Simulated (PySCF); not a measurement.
## Vertical excitation energies

Compound: C4H5NS.
SMILES: `c1c(ccs1)N`

Theory: PySCF, TDDFT CAM-B3LYP/def2-SVPD, vertical, gas phase, core orbitals frozen in the response. Isolated species at its GFN2-xTB geometry, gas phase. Torsions of this conformer, `[NH2:1][c:2]1[cH:3][cH:4][s:5][cH:6]1`: H–N1–C2–C3 -163°, H–N1–C2–C3 -30°.

| state | E (eV) | E (hartree) | f | main configurations (H = HOMO, L = LUMO) |
| --- | --- | --- | --- | --- |
| S1 | 5.06 | 0.1858 | 0.091 | H→L (96%) |
| S2 | 5.23 | 0.1922 | 0.0006 | H→L+1 (92%) |
| S3 | 5.73 | 0.2106 | 0.0067 | H→L+2 (59%), H→L+3 (16%), H→L+4 (12%) |
| S4 | 6.02 | 0.2213 | 0.059 | H-1→L (80%) |
| S5 | 6.17 | 0.2269 | 0.0068 | H→L+3 (63%), H→L+2 (22%) |
| S6 | 6.31 | 0.2318 | 0.0056 | H-1→L+1 (59%) |
| S7 | 6.44 | 0.2368 | 0.0037 | H→L+4 (56%), H→L+5 (8%) |
| S8 | 6.71 | 0.2466 | 0.060 | H→L+5 (58%), H→L+7 (8%) |

Triplets, Tamm–Dancoff:

```json
{"state": "T1", "E (eV)": "3.54", "λ (nm)": "349.8", "main configurations (H = HOMO, L = LUMO)": "H→L (82%), H-1→L (10%)"}
{"state": "T2", "E (eV)": "4.30", "λ (nm)": "288.4", "main configurations (H = HOMO, L = LUMO)": "H-1→L (84%), H→L (11%)"}
{"state": "T3", "E (eV)": "5.00", "λ (nm)": "247.8", "main configurations (H = HOMO, L = LUMO)": "H→L+1 (87%)"}
```

The lowest singlet lies at 5.06 eV (245 nm, ultraviolet) and is of moderate strength; its leading configuration is HOMO→LUMO (96%). The lowest level is also the most intense of those listed (f = 0.091). Löwdin shares by element: HOMO carbon 38% or more, nitrogen 24%, sulfur 18% (atoms not listed hold the other 20%); LUMO carbon 57% or more, sulfur 21% (atoms not listed hold the other 23%). Weighted by f, the mean energy of these states is 5.83 eV. The oscillator strengths of these states sum to 0.233; summed over the whole spectrum of an exact calculation they would give the number of electrons, 52 (Thomas–Reiche–Kuhn). Orbital energies (eV): HOMO-3 -11.11, HOMO-2 -10.49, HOMO-1 -8.20, HOMO -7.07, LUMO 0.89, LUMO+1 1.24, LUMO+2 1.53. Singlets were solved by full linear response, triplets in the Tamm–Dancoff approximation.

Hardware: Arm Neoverse V1, one thread, on a shared host. Cost: 27 s of wall time (with the writing of density and orbital grids), 0.73 GiB resident at most.
